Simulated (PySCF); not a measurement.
nitrogen trifluoride cation (F3N), SMILES FN(F)F (connectivity only; charge and spin as stated), charge +1, multiplicity 2.

Coordinates come from a PBE-D3(BJ)/def2-TZVP optimisation. The multiplicity is an assumed one; other spin states were not compared.

All values below come from TDA-LC-ωPBE/def2-SVPD (PySCF 2.14.0).

Vertical excitations; the highest root listed may be one member of a degenerate set. Isolated molecule, no solvent.

Computed excitation energies, oscillator strengths and character:
```json
[
 {"state": "root 1", "energy (eV)": "4.97", "λ (nm)": "250", "f": "0.000", "main pairs": "β HOMO→LUMO 99 %"},
 {"state": "root 2", "energy (eV)": "5.75", "λ (nm)": "216", "f": "0.014", "main pairs": "β HOMO−1→LUMO (degenerate set)"},
 {"state": "root 3", "energy (eV)": "5.75", "λ (nm)": "216", "f": "0.014", "main pairs": "β HOMO−2→LUMO (degenerate set)"},
 {"state": "root 4", "energy (eV)": "6.47", "λ (nm)": "192", "f": "0.017", "main pairs": "β HOMO−3→LUMO (degenerate set)"},
 {"state": "root 5", "energy (eV)": "6.47", "λ (nm)": "192", "f": "0.017", "main pairs": "β HOMO−4→LUMO (degenerate set)"},
 {"state": "root 6", "energy (eV)": "7.64", "λ (nm)": "162", "f": "0.001", "main pairs": "α HOMO→LUMO 96 %"},
 {"state": "root 7", "energy (eV)": "9.37", "λ (nm)": "132", "f": "0.016", "main pairs": "α HOMO→LUMO+2 (degenerate set)"},
 {"state": "root 8", "energy (eV)": "9.37", "λ (nm)": "132", "f": "0.016", "main pairs": "α HOMO→LUMO+1 (degenerate set)"},
 {"state": "root 9", "energy (eV)": "9.39", "λ (nm)": "132", "f": "0.025", "main pairs": "β HOMO−5→LUMO 92 %"},
 {"state": "root 10", "energy (eV)": "9.70", "λ (nm)": "128", "f": "0.000", "main pairs": "α HOMO−1→LUMO 56 %, β HOMO→LUMO+1 30 %"}
]
```
Unrestricted roots are not spin-pure.
